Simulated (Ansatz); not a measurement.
Saddle point of CH₆FSi, doublet (CH₃F ([CH3][F]) + SiH₃ → SiH₃F ([F][SiH3]) + CH₃; bonds formed: F1–Si3; bonds broken: F1–C2), PBE0-D4/def2-TZVP structure:

F1  (0.183, -0.224, -0.423)
C2  (-0.599, 0.642, -1.593)
Si3  (0.640, -0.694, 1.454)
H4  (-1.642, 0.498, -1.345)
H5  (-0.269, 0.155, -2.501)
H6  (-0.221, 1.645, -1.444)
H7  (1.549, -1.728, 2.035)
H8  (-0.742, -0.943, 1.933)
H9  (1.100, 0.650, 1.883)
(Å)

Energies are electronic, without zero-point energy. Barriers and step energies count from the start structure reached by relaxing down the imaginary mode; all methods use the PBE0-D4 structures, on which another method's saddle can fall below an end. Program: Ansatz 0.2.0. Basis: def2-TZVPP, with def2-QZVPP for the basis limit. Cores are frozen in the correlated methods; orbitals are unrestricted. B3LYP uses VWN-RPA correlation. Extrapolation: Hartree–Fock as exp(−7.88 √X), correlation as X^−2.97.

| method | barrier (eV) | step energy (eV) |
| --- | --- | --- |
| SPW92 | 0.493 | -1.236 |
| PBE-D4 | 0.624 | -1.373 |
| BLYP-D4 | 0.566 | -1.522 |
| r2SCAN-D4 | 0.758 | -1.650 |
| B97M-V | 0.771 | -1.627 |
| PBE0-D4 | 0.941 | -1.487 |
| B3LYP-D4 | ? | -1.600 |
| r2SCAN0-D4 | ? | -1.694 |
| BHLYP-D4 | 1.160 | -1.746 |
| CAM-B3LYP-D4 | ? | -1.632 |
| wB97X-V | 1.107 | -1.593 |
| wB97M-V | 0.974 | -1.642 |
| B2PLYP | 0.957 | -1.661 |
| PBE-QIDH | 1.183 | -1.624 |
| RPA on PBE | 1.063 | -1.531 |
| HF | 1.834 | -1.920 |
| MP2 | 1.226 | -1.686 |
| CCSD | 1.287 | -1.682 |
| CCSD(T) | 1.171 | -1.642 |

Q: Fill in the withheld barriers. (To be estimated.)

A: By the calculation: r2SCAN0-D4 0.999; CAM-B3LYP-D4 0.996; B3LYP-D4 0.819 eV. Each is the energy of the saddle less that of the start structure, by the same method.

For comparison, the barrier by CCSD(T) at an estimated basis limit (MP2 extrapolated from triple and quadruple zeta, plus CCSD(T) − MP2 in triple zeta) is 1.092 eV.

The T1 diagnostic stays at or below 0.025. ⟨S²⟩ of the unrestricted Hartree–Fock references: 0.75 to 0.78 (a pure state has 0.75).

Radical steps of this kind take place in plasma deposition and etching.

Labels in which every atom is bracketed show which atoms are joined, not bond orders.

For scale, one of the runs: CCSD(T)/def2-TZVPP, 188 basis functions (an equivalent command: `ansatz run in.yaml --threads 4`). Time: 110 s of wall clock on 4 CPU threads; the host was shared. Peak host memory: 5 GiB.
